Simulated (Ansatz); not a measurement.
A made-up structure of SiHSO (charge -1), closed shell:

O1  (0.539, 0.342, 0.970)
Si2  (0.442, 0.251, -0.760)
S3  (0.055, -1.309, 0.750)
H4  (0.364, -2.592, 1.075)
(Å)

It is relaxed with PBE-D4/def2-SVPD and then PBE0-D4/def2-TZVPD (Ansatz 0.2.0). Atoms count as bonded within 1.22 times the sum of their covalent radii (H–H: 0.88 Å). The end point is not checked to be a true minimum.

Problem. Does its bonding change? (Judge from chemistry; the calculation decides.)

Solution. Computed: Yes. Formed: none; broken: O1–S3.

Where it ends: The first stage lowers the energy by 4.90 eV in 13 steps. It ends as SiHSO ([O][Si][SH]), total charge -1:
O1  (0.491, 1.265, 0.505)
Si2  (0.514, -0.086, -0.253)
S3  (0.163, -1.751, 1.346)
H4  (0.233, -2.736, 0.436)
(Å)

Labels in which every atom is bracketed show which atoms are joined, not bond orders.

For scale, one of the runs: PBE0-D4/def2-TZVPD relaxation, 138 basis functions, launched by `ansatz run in.yaml --threads 2 --pin off --events-out ev --progress --plain --max-ram 4352MiB`. Hardware: 2 CPU threads of an Arm Neoverse V2, shared host. Wall time about 12 s.
